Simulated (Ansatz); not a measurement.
System: Sb₂Os (Pnnm, No. 58). Method: LDA in Ansatz (PAW).

Run with plane-wave cutoff 520 eV, 6×6×10 k mesh (along the axes of the cell as run), Fermi–Dirac smearing 0.01 eV, no spin polarisation, scalar-relativistic PAW data made under PBE.

Cell (measured lattice):

```
CELL_PARAMETERS angstrom
      5.93810     0.00000     0.00000
      0.00000     6.69610     0.00000
      0.00000     0.00000     3.20440
ATOMIC_POSITIONS crystal
  Os 0.00000 0.00000 0.00000
  Os 0.50000 0.50000 0.50000
  Sb 0.18045 0.35889 0.00000
  Sb 0.81955 0.64111 0.00000
  Sb 0.68045 0.14111 0.50000
  Sb 0.31955 0.85889 0.50000
```

Question: Estimate the band gap, smallest direct gap on the k points sampled and direct gap at Γ that the calculation returns.

Answer: 
- band gap: 0.32 eV
- smallest direct gap on the k points sampled: 0.86 eV
- direct gap at Γ: 2.56 eV

Note: cell and atoms aren't relaxed at this level (largest force component 0.12 eV/Å, pressure -2.4 GPa).

Spin–orbit coupling is not included; with these elements it can move the gap by several tenths of an eV or more.

Static lattice: no zero-point or thermal effects.

Computing time: roughly 2.2 core-minutes.

Ansatz is a first-principles code.
